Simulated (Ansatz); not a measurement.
Consider the isomerisation: `CC=C=S` → `SC1=CC1`.

Gas-phase electronic energies from Ansatz, PBE0-D4/def2-TZVP geometries. CCSD(T)/CBS adds triple-zeta CCSD(T) − MP2 to the extrapolated MP2 energy (def2 sets, frozen cores). Functionals use def2-TZVPP. Each species was taken in one conformer, which may not be the lowest.

Problem. Is it downhill or uphill in electronic energy at CCSD(T)/CBS, and by how much? (Best estimate.)

Solution. Ansatz gave: Uphill: ΔE = +127.8 kJ/mol.

Problem. What do these levels give: B97M-V, r2SCAN0-D4, ωB97M-V, MP2/def2-TZVPP, MP2/def2-QZVPP, HF/CBS(def2)? (An estimate is asked.)

Solution. Ansatz gave: B97M-V 132.5, r2SCAN0-D4 123.9, ωB97M-V 123.8, MP2/def2-TZVPP 125.7, MP2/def2-QZVPP 123.4, HF/CBS(def2) 134.5 kJ/mol.

Problem. What do rigid-rotor, harmonic-oscillator terms from PBE0-D4/def2-TZVP frequencies (298.15 K, 1 bar) make of the CCSD(T)/CBS value? (Estimate.)

Solution. Computed: ΔZPE = -5.9 kJ/mol, ΔH = +121.6 kJ/mol, ΔS = -4 J/(mol·K), ΔG = +122.8 kJ/mol.

Largest T1 diagnostic among the species: 0.016.

From r2SCAN to r2SCAN0 (25 % exact exchange), in def2-TZVPP and without D4, ΔE moves by −9.3 kJ/mol. Leaving LDA and LC-ωPBE aside and taking each functional with its dispersion term where it has one, the values, not all of them listed here, spread over 32.2 kJ/mol, from ωB97X-V to BLYP-D4. LDA lies −12.4 kJ/mol from PBE without D4. In def2-TZVPP, CCSD(T) changes the Hartree–Fock value by −3.5 kJ/mol (the triples alone add +3.9 kJ/mol) and MP2 by −9.3 kJ/mol.
